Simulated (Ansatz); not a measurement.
# C2H7Al: the cost of one run

Method: RKS PBE0-D4/6-31G*, in Ansatz 0.2.0.

**1. The structure to begin with**

Bond lengths: Al1–H2 1.560 Å, Al1–C3 1.970 Å, C3–H4 1.110 Å, C3–H5 1.110 Å, C3–H6 1.110 Å, Al1–C7 1.970 Å, C7–H8 1.110 Å, C7–H9 1.110 Å, C7–H10 1.110 Å. Angles (14 of 15 angles, heavy atoms first): C3–Al1–C7 120.0°, H2–Al1–C3 120.0°, H2–Al1–C7 120.0°, Al1–C3–H4 109.5°, Al1–C3–H5 109.5°, Al1–C3–H6 109.5°, Al1–C7–H8 109.5°, Al1–C7–H9 109.5°, Al1–C7–H10 109.5°, H4–C3–H5 109.4°, H4–C3–H6 109.4°, H5–C3–H6 109.4°, H8–C7–H9 109.4°, H8–C7–H10 109.4°.

Structure file:

```xyz
10

Al    0.0000    0.0000    0.0000
H     0.0000    0.0000    1.5600
C     1.7060    0.0000   -0.9850
H     2.0356   -1.0462   -1.1552
H     1.5695    0.5080   -1.9624
H     2.4756    0.5381   -0.3932
C    -1.7060    0.0000   -0.9850
H    -2.2662   -0.9305   -0.7558
H    -2.3102    0.8797   -0.6796
H    -1.5043    0.0508   -2.0753
```

**2. Preparing the start**

input.yaml reads:

```yaml
crystal:
  periodic: [false, false, false]
  atoms:
    - { symbol: Al, position_ang: [0.0, 0.0, 0.0] }
    - { symbol: H, position_ang: [0.0, 0.0, 1.56] }
    - { symbol: C, position_ang: [1.706, 0.0, -0.985] }
    - { symbol: H, position_ang: [2.0356, -1.0462, -1.1552] }
    - { symbol: H, position_ang: [1.5695, 0.508, -1.9624] }
    - { symbol: H, position_ang: [2.4756, 0.5381, -0.3932] }
    - { symbol: C, position_ang: [-1.706, 0.0, -0.985] }
    - { symbol: H, position_ang: [-2.2662, -0.9305, -0.7558] }
    - { symbol: H, position_ang: [-2.3102, 0.8797, -0.6796] }
    - { symbol: H, position_ang: [-1.5043, 0.0508, -2.0753] }
basis:
  gaussian: { orbitals: "6-31G*" }
hamiltonian:
  xc: pbe0
  dispersion: d4
relax:
  f_tol: 0.02
  max_steps: 40
```

Run with:

```
$ ansatz run input.yaml --threads 1 --pin off --max-ram 2048MiB --backend cpu --events-out ev --progress --plain --runs-dir out
```

**Question.** How long does this run take on 1 thread of Arm Neoverse V1, shared host, and how much memory does it need?

About 11 s, with a peak of 0.12 GiB.
